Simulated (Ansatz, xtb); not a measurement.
**Relative energy of two isomers of CHPS**

Structure X: `C1=PS1`, a singlet. Structure Y: `P#CS`, a singlet. Both are isolated molecules in the gas phase, relaxed with PBE0-D4/def2-TZVP.

X (Å):

```json
{"atom": "C", "x (Å)": "-0.3038", "y (Å)": "-0.8386", "z (Å)": "0.1534"}
{"atom": "P", "x (Å)": "-1.7716", "y (Å)": "-0.4512", "z (Å)": "-0.4560"}
{"atom": "S", "x (Å)": "-0.0529", "y (Å)": "0.8866", "z (Å)": "0.1271"}
{"atom": "H", "x (Å)": "0.3478", "y (Å)": "-1.6396", "z (Å)": "0.4698"}
```

Y (Å):

```yaml
atoms:
  - { symbol: C, position_ang: [-1.6259, 0.7505, 1.5511] }
  - { symbol: P, position_ang: [-2.6769, 1.6128, 0.8145] }
  - { symbol: S, position_ang: [-0.5186, -0.2817, 2.2626] }
  - { symbol: H, position_ang: [-0.0713, 0.5657, 3.2112] }
```

Quicker runs give these differences E(Y) − E(X): GFN2-xTB +7.2 kcal/mol; HF/STO-3G −13.1 kcal/mol (at GFN2-xTB geometries); r2SCAN-D4/def2-SVP −8.7 kcal/mol (at GFN2-xTB geometries).

Question: Which of the two would you expect CCSD(T)/def2-TZVPP electronic energies to favour?

Answer: Structure Y; the calculation gives E(Y) − E(X) = −7.7 kcal/mol.

The same difference at several levels:

| level | geometry | E(Y) − E(X) (kcal/mol) | departure from the last row (kcal/mol) | job, with rough time for the two |
| --- | --- | --- | --- | --- |
| GFN2-xTB | GFN2-xTB | +7.2 | +14.9 | optimisation, 0.087 s |
| HF/STO-3G | GFN2-xTB | −13.1 | −5.4 | single point, 0.12 s |
| r2SCAN-D4/def2-SVP | GFN2-xTB | −8.7 | −1.0 | single point, 1.3 s |
| PBE0-D4/def2-TZVP | PBE0-D4/def2-TZVP | −4.3 | +3.4 | optimisation, 13 s |
| HF/def2-TZVPP | PBE0-D4/def2-TZVP | −11.1 | −3.4 | part of the CCSD(T) run |
| MP2/def2-TZVPP | PBE0-D4/def2-TZVP | −9.1 | −1.4 | part of the CCSD(T) run |
| CCSD(T)/def2-TZVPP | PBE0-D4/def2-TZVP | −7.7 |  | single point, 11 s |

As drawn, Y has 1 C≡P, 1 S–H in place of 1 C=P, 1 P–S, 1 C–H. Structure X has a 3-membered ring, Y no ring.

GFN2-xTB puts the two in the other order. The largest departure from CCSD(T)/def2-TZVPP is that of GFN2-xTB, 14.9 kcal/mol.

With harmonic frequencies from PBE0-D4/def2-TZVP (ideal gas, rigid rotor, one conformer each, 298.15 K, 1 atm): on the last row, ΔE + ΔZPE = −9.0, ΔH = −8.7, ΔG = −8.8 kcal/mol.

The correlated steps freeze 11 core orbitals. Codes used: Ansatz 0.2.0, xtb 6.7.1; the last row on 2 threads of Arm Neoverse V2 on a shared host.
